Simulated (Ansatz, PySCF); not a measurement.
Molecule: C$_{3}$H$_{7}$O (charge 0, doublet). It need not be the lowest isomer of its formula. SMILES: [CH2]C(C)O
Structure (B3LYP-D3(BJ)/def2-TZVP (Ansatz, a first-principles code) minimum search):
```
C
H 1 1.1065
O 1 1.4303 2 108.73
H 3 0.9631 1 108.37 2 58.99
C 1 1.4800 2 108.72 3 -116.89
H 5 1.0796 1 119.84 2 100.56
H 5 1.0804 6 119.71 1 173.20
C 1 1.5309 2 107.56 3 120.76
H 8 1.0905 1 110.05 2 -178.21
H 8 1.0917 9 108.80 1 121.49
H 8 1.0930 9 108.77 10 117.27
```
Charge 0, spin multiplicity 2.


Quantity: enthalpy of formation at 298 K (from the atomisation energy, B3LYP-D3(BJ)/def2-TZVP harmonic zero-point and thermal terms from PySCF, and the atoms' enthalpies of formation in the G2/97 table; no spin-orbit terms, and no core term in the frozen-core levels), in kcal/mol. Cores are frozen in the correlated levels unless marked. UHF or UKS for open shells. Spin-orbit coupling is left out. No relativistic terms. The coupled-cluster limit lacks core correlation, which all-electron functionals hold. Basis-set limits of correlation are two-point, X^-3; Hartree-Fock from the larger set. The bracket is a focal-point correction in the basis named.

```json
[
 {"level": "r2SCAN/def2-TZVPD", "program": "Ansatz", "enthalpy of formation at 298 K (kcal/mol)": "-17.3"},
 {"level": "PBE0/def2-TZVPD", "program": "Ansatz", "enthalpy of formation at 298 K (kcal/mol)": "-15.8"},
 {"level": "r2SCANh/def2-TZVPD", "program": "Ansatz", "enthalpy of formation at 298 K (kcal/mol)": "-12.1"},
 {"level": "LC-wPBE/def2-TZVPD", "program": "Ansatz", "enthalpy of formation at 298 K (kcal/mol)": "-14.0"},
 {"level": "B2PLYP-D3(BJ)/def2-TZVPD", "program": "Ansatz + dftd3", "enthalpy of formation at 298 K (kcal/mol)": "-3.8"},
 {"level": "PBE-QIDH/def2-TZVPD", "program": "Ansatz", "enthalpy of formation at 298 K (kcal/mol)": "-5.9"},
 {"level": "RI-MP2/CBS(cc-pVTZ,cc-pVQZ)+[CCSD(T)-MP2]/cc-pVDZ", "program": "Ansatz", "enthalpy of formation at 298 K (kcal/mol)": "-15.5"}
]
```
